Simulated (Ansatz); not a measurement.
```yaml
crystal:
  periodic: [false, false, false]
  atoms:
    - {symbol: O, position_ang: [-1.581469, -0.103048, -0.001477]}
    - {symbol: N, position_ang: [-0.468990, 0.334604, 0.002687]}
    - {symbol: S, position_ang: [0.993967, -0.094745, -0.000437]}
basis:
  gaussian: {orbitals: def2-TZVP}
magnetization: {spin_polarized: true, initial_magnetization: 1}
hamiltonian: {xc: pbe0}
relax: {f_tol: 0.004, max_steps: 80}
```

```sh
$ ansatz run in.yaml --threads 1 --pin off --events-out ev --progress --plain --max-ram 2176MiB
```

Steps of the relaxation (energy above the last step; positions in Å, forces in eV/Å):

```
3
step 1, 50.8 meV
O    -1.581   -0.103   -0.001    0.872    0.350    0.003
N    -0.469    0.335    0.003   -2.611    0.156    0.000
S     0.994   -0.095    0.000    1.739   -0.505   -0.004
```

```
3
step 2, 20.4 meV
O    -1.581   -0.102   -0.001    0.400    0.125    0.001
N    -0.478    0.335    0.003   -1.486    0.216    0.001
S     1.002   -0.096    0.000    1.086   -0.341   -0.003
```

```
3
step 3, 1.2 meV
O    -1.584   -0.102   -0.001    0.114   -0.045    0.000
N    -0.490    0.338    0.003   -0.175    0.129    0.001
S     1.017   -0.100    0.000    0.062   -0.084   -0.001
```

```
3
step 5, 0.0 meV
O    -1.580   -0.106   -0.001   -0.022   -0.011    0.000
N    -0.493    0.346    0.003    0.011    0.015    0.000
S     1.016   -0.103   -0.001    0.011   -0.004    0.000
```

```
3
step 6, 0.0 meV
O    -1.580   -0.106   -0.002    0.000    0.000    0.000
N    -0.493    0.346    0.003    0.000    0.000    0.000
S     1.016   -0.104   -0.001    0.000    0.000    0.000
```

Close pairs at the end: O1–N2 1.178 Å, N2–S3 1.574 Å.

A stationary point of unrestricted PBE0 after 6 steps, with ⟨S²⟩ = 0.760 against 0.75 for a pure state; no frequencies were run, so it isn't proven a minimum. 38 s on 1 thread of Arm Neoverse N1, shared host.
